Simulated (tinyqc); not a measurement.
Worked calculation: MP2 on RHF in the sto-6g basis, frozen core, for NH3, spin multiplicity 1. One step of it, computed by the program tinyqc.

Task: Iteration 8 (converged): orbitals. Diagonalise F' = X^T F X, C = X C', fill 5 alpha and 5 beta electrons from the bottom; D = 2 C_occ C_occ^T. Each column has its largest component positive (the first on a tie).

converged F (hartree), order 1N 1s, 1N 2s, 1N 2px, 1N 2py, 1N 2pz, 2H 1s, 3H 1s, 4H 1s:
```
[[-15.468810, -3.735315, -0.000008, 0.000000, 0.012720, -0.833510, -0.832253, -0.832253],
 [-3.735315, -1.783774, -0.000159, 0.000000, 0.042999, -0.767664, -0.766905, -0.766905],
 [-0.000008, -0.000159, -0.264249, 0.000000, 0.000044, -0.433687, 0.216800, 0.216800],
 [0.000000, 0.000000, 0.000000, -0.263935, 0.000000, 0.000000, -0.375392, 0.375392],
 [0.012720, 0.042999, 0.000044, 0.000000, -0.304212, 0.093207, 0.093115, 0.093115],
 [-0.833510, -0.767664, -0.433687, 0.000000, 0.093207, -0.437451, -0.226343, -0.226343],
 [-0.832253, -0.766905, 0.216800, -0.375392, 0.093115, -0.226343, -0.436823, -0.226158],
 [-0.832253, -0.766905, 0.216800, 0.375392, 0.093115, -0.226343, -0.226158, -0.436823]]
```

X, order 1N 1s, 1N 2s, 1N 2px, 1N 2py, 1N 2pz, 2H 1s, 3H 1s, 4H 1s:
```
[[-0.317031, 0.000738, 0.000000, 0.805481, 0.545989, 0.000000, -0.000039, 0.148257],
 [1.342834, -0.002301, 0.000000, -0.075442, 0.115212, 0.000000, -0.000117, 0.444577],
 [0.002177, 1.006232, 0.000000, -0.000108, -0.000019, 0.000000, 0.634079, 0.000139],
 [0.000000, 0.000000, 1.005826, 0.000000, 0.000000, 0.634133, 0.000000, 0.000000],
 [-0.186379, 0.000266, 0.000000, -0.583775, 0.800873, 0.000000, -0.000009, -0.061955],
 [-0.618854, -0.953790, 0.000000, -0.133972, -0.090622, 0.000000, 0.445270, 0.303759],
 [-0.615412, 0.478603, -0.826655, -0.134021, -0.090646, 0.385788, -0.222875, 0.303501],
 [-0.615412, 0.478603, 0.826655, -0.134021, -0.090646, -0.385788, -0.222875, 0.303501]]
```

Give: F' = X^T F X; orbital energies; coefficients C; D after iteration 8.

Result:

F' = X^T F X (hartree):
```
[[0.2626, 0.0013, 0.0000, 1.2642, 0.8160, 0.0000, 0.0001, 0.0900],
 [0.0013, 0.6941, 0.0000, -0.0038, -0.0026, 0.0000, 0.0682, -0.0006],
 [0.0000, 0.0000, 0.6936, 0.0000, 0.0000, 0.0683, 0.0000, 0.0000],
 [1.2642, -0.0038, 0.0000, -9.2157, -6.5020, 0.0000, 0.0007, -3.4170],
 [0.8160, -0.0026, 0.0000, -6.5020, -5.0482, 0.0000, 0.0005, -2.5081],
 [0.0000, 0.0000, 0.0683, 0.0000, 0.0000, -0.5362, 0.0000, 0.0000],
 [0.0001, 0.0682, 0.0000, 0.0007, 0.0005, 0.0000, -0.5364, 0.0002],
 [0.0900, -0.0006, 0.0000, -3.4170, -2.5081, 0.0000, 0.0002, -2.2913]]
```

orbital energies (hartree): [-15.4718, -1.0162, -0.5402, -0.5400, -0.3105, 0.5060, 0.6973, 0.6979]

coefficients C, order 1N 1s, 1N 2s, 1N 2px, 1N 2py, 1N 2pz, 2H 1s, 3H 1s, 4H 1s:
```
[[0.9962, -0.2119, 0.0000, 0.0000, -0.0408, -0.1743, 0.0000, -0.0003],
 [0.0185, 0.7634, -0.0003, 0.0000, 0.2189, 1.1785, 0.0000, 0.0022],
 [0.0000, 0.0002, 0.5776, 0.0000, 0.0001, -0.0014, 0.0000, 1.0397],
 [0.0000, 0.0000, 0.0000, 0.5776, 0.0000, 0.0000, 1.0393, 0.0000],
 [-0.0016, -0.0591, -0.0001, 0.0000, 0.9738, -0.2627, 0.0000, -0.0005],
 [-0.0036, 0.1660, 0.4974, 0.0000, -0.0696, -0.6817, 0.0000, -0.9300],
 [-0.0036, 0.1658, -0.2488, 0.4309, -0.0697, -0.6832, -0.8041, 0.4633],
 [-0.0036, 0.1658, -0.2488, -0.4309, -0.0697, -0.6832, 0.8041, 0.4633]]
```

D after iteration 8, order 1N 1s, 1N 2s, 1N 2px, 1N 2py, 1N 2pz, 2H 1s, 3H 1s, 4H 1s:
```
[[2.0780, -0.3046, 0.0000, 0.0000, -0.0577, -0.0719, -0.0718, -0.0718],
 [-0.3046, 1.2620, -0.0001, 0.0000, 0.3361, 0.2225, 0.2226, 0.2226],
 [0.0000, -0.0001, 0.6672, 0.0000, 0.0000, 0.5746, -0.2874, -0.2874],
 [0.0000, 0.0000, 0.0000, 0.6672, 0.0000, 0.0000, 0.4977, -0.4977],
 [-0.0577, 0.3361, 0.0000, 0.0000, 1.9035, -0.1552, -0.1552, -0.1552],
 [-0.0719, 0.2225, 0.5746, 0.0000, -0.1552, 0.5595, -0.1828, -0.1828],
 [-0.0718, 0.2226, -0.2874, 0.4977, -0.1552, -0.1828, 0.5598, -0.1828],
 [-0.0718, 0.2226, -0.2874, -0.4977, -0.1552, -0.1828, -0.1828, 0.5598]]
```
